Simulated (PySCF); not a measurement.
## How methods differ on the ionisation energy of Ar

Ar [Ar] (1S) → Ar⁺ [Ne] 3s2 3p5 (2P), as a difference of total energies. Computed with PySCF 2.14 in aug-cc-pwCVQZ, with the non-relativistic Hamiltonian (point nucleus). Correlated levels: valence: [Ne] frozen; valence and next inner shell: 1s2 frozen; nothing frozen. The calculations carry no spin-orbit coupling.

```json
{"method": "UHF", "ionisation energy (eV)": "14.546", "plus first-order spin-orbit estimate": "14.491", "error of that sum (eV)": "-1.269"}
{"method": "LDA", "ionisation energy (eV)": "15.987", "plus first-order spin-orbit estimate": "15.932", "error of that sum (eV)": "+0.172"}
{"method": "PBE", "ionisation energy (eV)": "15.701", "plus first-order spin-orbit estimate": "15.646", "error of that sum (eV)": "-0.114"}
{"method": "PBE0", "ionisation energy (eV)": "15.710", "plus first-order spin-orbit estimate": "15.655", "error of that sum (eV)": "-0.105"}
{"method": "r2SCAN", "ionisation energy (eV)": "15.749", "plus first-order spin-orbit estimate": "15.694", "error of that sum (eV)": "-0.066"}
{"method": "wB97X-V", "ionisation energy (eV)": "15.759", "plus first-order spin-orbit estimate": "15.704", "error of that sum (eV)": "-0.056"}
{"method": "MN15", "ionisation energy (eV)": "15.773", "plus first-order spin-orbit estimate": "15.718", "error of that sum (eV)": "-0.042"}
{"method": "B2PLYP", "ionisation energy (eV)": "15.725", "plus first-order spin-orbit estimate": "15.670", "error of that sum (eV)": "-0.090"}
{"method": "MP2 (valence)", "ionisation energy (eV)": "15.852", "plus first-order spin-orbit estimate": "15.796", "error of that sum (eV)": "+0.036"}
{"method": "SCS-MP2 (valence)", "ionisation energy (eV)": "15.764", "plus first-order spin-orbit estimate": "15.709", "error of that sum (eV)": "-0.051"}
{"method": "MP2 (valence and next inner shell)", "ionisation energy (eV)": "15.880", "plus first-order spin-orbit estimate": "15.825", "error of that sum (eV)": "+0.065"}
{"method": "SCS-MP2 (valence and next inner shell)", "ionisation energy (eV)": "15.787", "plus first-order spin-orbit estimate": "15.732", "error of that sum (eV)": "-0.028"}
{"method": "MP2 (all electrons)", "ionisation energy (eV)": "15.882", "plus first-order spin-orbit estimate": "15.826", "error of that sum (eV)": "+0.066"}
{"method": "SCS-MP2 (all electrons)", "ionisation energy (eV)": "15.788", "plus first-order spin-orbit estimate": "15.733", "error of that sum (eV)": "-0.027"}
```

Reference: 15.760 eV (measured; NIST Atomic Spectra Database, ionization energies).

A first-order spin-orbit estimate (lowest level to lowest level, LS coupling) adds -0.055 eV.
